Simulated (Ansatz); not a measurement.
The input, for Ansatz 0.2.0:

```yaml
crystal:
  periodic: [false, false, false]
  atoms:
    - {symbol: F, position_ang: [0.000000, 0.016883, 2.021567]}
    - {symbol: Ga, position_ang: [0.000000, 0.007003, 0.292099]}
    - {symbol: P, position_ang: [0.000000, -0.070354, -1.841497]}
    - {symbol: H, position_ang: [0.000000, 1.359302, -1.720802]}
basis:
  gaussian: {orbitals: 6-31G}
magnetization: {spin_polarized: true, initial_magnetization: 0}
hamiltonian: {pseudopotentials: {relativity: none}}
correlation: {method: ccsd, electrons: outside_noble_gas}
```

```sh
$ ansatz run in.yaml --threads 1 --pin off --events-out ev --progress --plain --max-ram 2393MiB
```

The program prints:

```
502 factors; integrals over basis functions are off by at most 3.5e-4 eV
mean field evaluation 1: about -64315.2657 eV, gradient 2.1e1 eV
mean field evaluation 2: about -64315.3274 eV, gradient 2.1e1 eV
mean field evaluation 4: about -64317.3177 eV, gradient 1.1e0 eV
mean field evaluation 8: about -64317.3416 eV, gradient 8.5e-2 eV
mean field evaluation 16: about -64316.5750 eV, gradient 1.5e1 eV
mean field evaluation 32: about -64317.0126 eV, gradient 2.1e0 eV
mean field evaluation 64: about -64314.4654 eV, gradient 1.8e0 eV
mean field evaluation 96: about -64313.3976 eV, gradient 3.2e0 eV
mean field evaluation 128: about -64315.2920 eV, gradient 2.3e-2 eV
mean field evaluation 160: about -64313.1422 eV, gradient 2.1e0 eV
mean field -64317.34187422 eV, -2363.6187180174 hartree, gradient 1.2e-6 eV, S^2 0.000000; 6 other end points of the search recorded, 0 dependent functions left out
determinant -64317.34187422 eV, -2363.6187180174 hartree, with singles and doubles -64323.72315146 eV, -2363.8532256307 hartree
determinant -64315.29198580 eV, -2363.5433860075 hartree, with singles and doubles -64321.17881805 eV, -2363.7597231023 hartree
determinant -64314.56487114 eV, -2363.5166650366 hartree, with singles and doubles -64320.36485717 eV, -2363.7298105917 hartree
20 core orbitals not correlated, not the lowest: weight in the atoms' cores, before any rotation towards them, 0.951 or more for the frozen orbitals, at most 0.035 for the correlated occupied ones
reference -64317.34187422 eV, -2363.6187180174 hartree; 8, 8 occupied and 25, 25 virtual orbitals, 502 factors
second order -6.00485939 eV of doubles, -0.00000000 eV of singles
cycle   1  -6.38151227 eV  change   -2.4e-4 eV  update   1.0e-3
cycle   2  -6.38113720 eV  change    3.8e-4 eV  update   6.0e-4
cycle   3  -6.38102855 eV  change    1.1e-4 eV  update   3.4e-4
cycle   4  -6.38107482 eV  change   -4.6e-5 eV  update   7.8e-5
cycle   5  -6.38122164 eV  change   -1.5e-4 eV  update   3.2e-5
cycle   6  -6.38124140 eV  change   -2.0e-5 eV  update   8.5e-6
cycle   7  -6.38124467 eV  change   -3.3e-6 eV  update   2.4e-6
Total energy: -64323.72311889 eV, -2363.8532244338 hartree
```

The T1 diagnostic is 0.024.

Ran on 1 thread of Arm Neoverse V2, shared host: 4.1 s wall, 0.11 GiB peak host memory.
